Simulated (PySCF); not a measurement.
## Stationary points of PH₄

These are results of PBE0/[P def2-TZVP, H def2-TZVP], no relativity, density fitting, PySCF, not measurements.

Relaxations began from a few typed shapes; open shells are unrestricted. The search is not exhaustive: other isomers or separated fragments can lie lower, and high-lying points may rest on an excited occupation.

```json
{"spin": "doublet", "group": "C2v", "bonds": "P–H 1.410 Å (×2), P–H 1.520 Å (×2)", "angles": "H–P–H 92.8° (×4), H–P–H 99.7°, H–P–H 171.3°", "imaginary modes (cm⁻¹)": "none", "ΔE (kJ/mol)": "0.0", "ΔE with ZPE (kJ/mol)": "0.0"}
{"spin": "doublet", "group": "D2d", "bonds": "P–H 1.431 Å (×4)", "angles": "H–P–H 95.3° (×4), H–P–H 144.6° (×2)", "imaginary modes (cm⁻¹)": "1047i", "ΔE (kJ/mol)": "53.0", "ΔE with ZPE (kJ/mol)": "–"}
{"spin": "doublet", "group": "D4h", "bonds": "P–H 1.453 Å (×4)", "angles": "H–P–H 90.0° (×4), H–P–H 180.0° (×2)", "imaginary modes (cm⁻¹)": "2109i", "ΔE (kJ/mol)": "146.7", "ΔE with ZPE (kJ/mol)": "–"}
```

The lowest minimum found is the doublet C2v: P–H 1.410 Å (×2), P–H 1.520 Å (×2); H–P–H 92.8° (×4), H–P–H 99.7°, H–P–H 171.3°.
